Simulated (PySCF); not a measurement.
Isomers of C4H5P and their computed core-level spectra.

Computed, not measured: delta-SCF UKS SCAN, pcX-2 on the ionised atom, pcseg-1 elsewhere, spin-free X2C (PySCF). Geometries: GFN2-xTB; isolated species, one conformer each.

Line lists (1s up to Mg, 2p3/2 beyond; areas count atoms within a level, one atom standing for each set equivalent by bonding):
1. C 1s: 290.07 (area 1), 290.08 (area 1), 290.57 (area 2) eV; P 2p3/2: 136.38 eV
2. C 1s: 289.94 (area 2), 290.38 (area 2) eV; P 2p3/2: 136.51 eV
3. C 1s: 290.49 (area 1), 290.89 (area 2), 291.42 (area 1) eV; P 2p3/2: 135.90 eV

Structures:
A. `c1cc[pH]c1`
B. `P#CC1CC1`
C. `C=CP1C=C1`

**Question.** Match each list to its structure.

**Answer.** 
- 1 = C: another candidate has the same counts of sites, so positions decide. C 1s: 290.07 alkene CH carbon, 290.08 terminal =CH2 carbon, 290.57 alkene CH carbon (×2); P 2p3/2: 136.38 phosphine phosphorus.
- 2 = A: no other candidate has these counts of sites. C 1s: 289.94 unsaturated ring CH carbon (×2), 290.38 unsaturated ring CH carbon (×2); P 2p3/2: 136.51 ring phosphorus.
- 3 = B: another candidate has the same counts of sites, so positions decide. C 1s: 290.49 triply bonded carbon, 290.89 three-membered-ring carbon (×2), 291.42 three-membered-ring carbon; P 2p3/2: 135.90 phosphorus bonded to C.

For 2p shells one spin-free hole was relaxed; a mean-field spin–orbit operator and the ground-state splitting of the three 2p orbitals were then diagonalised within the shell. The shell's mean is (2 × 2p3/2 + 2p1/2)/3, and the degeneracies 2j + 1 give areas of 2:1. 1 of these hole states is spin-contaminated (⟨S²⟩ 0.97, against 0.75; counted from 0.85) and less certain.
